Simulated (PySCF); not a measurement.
Several compounds and their computed core spectra got separated.

Computed with delta-SCF UKS SCAN, pcX-2 on the ionised atom, pcseg-1 elsewhere, spin-free X2C in PySCF 2.14.0. Geometries: PBE0-D3(BJ)/def2-SVP; isolated species, one conformer each.

Line lists (1s up to Mg, 2p3/2 beyond, nothing for Ge; areas count atoms within a level, one atom standing for each set equivalent by bonding):
1. C 1s: 291.23 eV; N 1s: 403.14 eV; P 2p3/2: 138.25 eV
2. C 1s: 291.83 eV; N 1s: 404.95 eV
3. C 1s: 291.49 (area 1), 291.60 (area 1), 291.79 (area 1), 292.13 (area 1) eV; N 1s: 404.73 eV

Structures:
A. `C/C=C/C#N`
B. `[H]/N=[CH]/[GeH3]`
C. `CN=[PH3]`

Question: Which list belongs to which compound?

Answer: 
- 1 = C: no other candidate has this set of levels. C 1s: 291.23 N-methyl carbon; N 1s: 403.14 nitrogen bonded to C and P; P 2p3/2: 138.25 phosphorus bonded to N and 3 H.
- 2 = B: no other candidate has these counts of sites. C 1s: 291.83 C=N carbon; N 1s: 404.95 C=N nitrogen.
- 3 = A: no other candidate has these counts of sites. C 1s: 291.49 alkene CH carbon, 291.60 allylic carbon, 291.79 alkene CH carbon, 292.13 nitrile carbon; N 1s: 404.73 nitrile nitrogen.

2p3/2 and 2p1/2 are the ΔSCF energy of one spin-free 2p hole plus the eigenvalues of a spin–orbit and ligand-field matrix of the shell. 2 of these hole states are spin-contaminated (⟨S²⟩ up to 0.87, against 0.75; counted from 0.85) and less certain.
